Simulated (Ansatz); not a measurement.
# AlH5SSi: the cost of one run

Computed with Ansatz 0.2.0, Gaussian basis. Level: the settings change from run to run.

### 1 The molecule

The geometry comes from an earlier relaxation with PBE0-D4 in a triple-zeta def2 set; it is a stationary point, not always the lowest conformer.

SMILES `[AlH2][SiH2]S`, 8 atoms, charge 0, spin multiplicity 1.

Atoms are counted from 1 here; the program's logs count them from 0.

Bond lengths: Al1–Si2 2.458 Å, Al1–H4 1.586 Å, Al1–H5 1.588 Å, Si2–S3 2.149 Å, Si2–H6 1.493 Å, Si2–H7 1.493 Å, S3–H8 1.344 Å. Angles: Si2–Al1–H4 120.7°, Si2–Al1–H5 119.4°, H4–Al1–H5 120.0°, Al1–Si2–S3 107.2°, Al1–Si2–H6 111.7°, Al1–Si2–H7 111.7°, S3–Si2–H6 110.2°, S3–Si2–H7 110.1°, H6–Si2–H7 106.0°, Si2–S3–H8 96.4°.

As a file:

```csv
atom,x (Å),y (Å),z (Å)
Al1,-1.2118,0.9167,-0.9962
Si2,0.6435,0.0238,0.3455
S3,0.2050,-2.0426,0.7405
H4,-2.4324,-0.0099,-1.4064
H5,-1.1811,2.4373,-1.4532
H6,0.8053,0.7697,1.6283
H7,1.9485,0.1450,-0.3689
H8,1.3152,-2.2971,1.4546
```

### 2 wB97X/def2-TZVPP

in.yaml reads:

```yaml
crystal:
  periodic: [false, false, false]
  atoms:
    - {symbol: Al, position_ang: [-1.211763, 0.916696, -0.996163]}
    - {symbol: Si, position_ang: [0.643546, 0.023785, 0.345493]}
    - {symbol: S, position_ang: [0.204985, -2.042578, 0.740512]}
    - {symbol: H, position_ang: [-2.432425, -0.009854, -1.406386]}
    - {symbol: H, position_ang: [-1.181107, 2.437318, -1.453171]}
    - {symbol: H, position_ang: [0.805256, 0.769651, 1.628322]}
    - {symbol: H, position_ang: [1.948537, 0.144992, -0.368918]}
    - {symbol: H, position_ang: [1.315171, -2.297109, 1.454613]}
basis:
  gaussian: {orbitals: def2-TZVPP}
hamiltonian: {xc: {name: wB97X}}
output: {forces: true}
```

Run with:

```sh
$ ansatz run in.yaml --threads 2 --pin off --events-out ev --progress --plain --max-ram 4352MiB
```

**Question.** How long does this run take on 2 threads of Arm Neoverse V1, shared host, and how much memory does it need?

About 11 s, with a peak of 0.54 GiB.
